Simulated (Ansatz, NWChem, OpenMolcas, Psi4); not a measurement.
# Computed against measured: dipole moment

8 molecules; the dipole moment in D, computed less measured. Shapes, held fixed at every level: PBE0-D4/def2-TZVP. No vibrational averaging. Dipoles are compared by magnitude; molecules under 1 D, whose direction can flip, are left out. Programs: Ansatz 0.2.0, NWChem 7.3.0, OpenMolcas 26.06, Psi4 1.11. A level may come from different programs for different species; with the same settings they agree closely. Measured values: NIST CCCBDB.

Levels: A = PBE0/def2-SVP; B = PBE0/aug-cc-pVDZ; C = B3LYP-D4/def2-TZVPP.

| molecule | measured | A | B | C |
| --- | --- | --- | --- | --- |
| C2H2O (ethenone) | 1.42 | -0.07 | +0.07 | +0.03 |
| CH2F2 (SMILES FCF) | 1.97 | -0.11 | -0.07 | -0.10 |
| SiH3Cl (chlorosilane) | 1.31 | +0.06 | +0.08 | -0.06 |
| C2H2F2 (vinylidene fluoride) | 1.38 | -0.31 | -0.14 | -0.21 |
| CH5N (SMILES CN) | 1.31 | +0.03 | -0.01 | -0.01 |
| C2H5F (SMILES CCF) | 1.96 | -0.12 | -0.04 | -0.09 |
| C2H5N (N-methylmethanimine) | 1.53 | -0.09 | -0.01 | -0.06 |
| C4H5N (pyrrole) | 1.84 | +0.19 | +0.04 | +0.07 |

Problem. Sum up the errors.

Solution. 
```csv
level,kind,mean error,mean absolute error,worst case
PBE0/def2-SVP,global hybrid,-0.052,0.123,C2H2F2
PBE0/aug-cc-pVDZ,global hybrid,-0.010,0.058,C2H2F2
B3LYP-D4/def2-TZVPP,global hybrid,-0.054,0.079,C2H2F2
```

On this set PBE0/aug-cc-pVDZ has the smallest mean absolute error and PBE0/def2-SVP the largest. B3LYP-D4/def2-TZVPP is too low in 6 of 8. The tabulated value of C4H5N is in doubt (older tables, estimates, or at odds with other calculations) and kept here. Over the 7 molecules whose values aren't doubted the mean absolute errors are A 0.113; B 0.060; C 0.080. The smallest two are near a tie. The set is small.
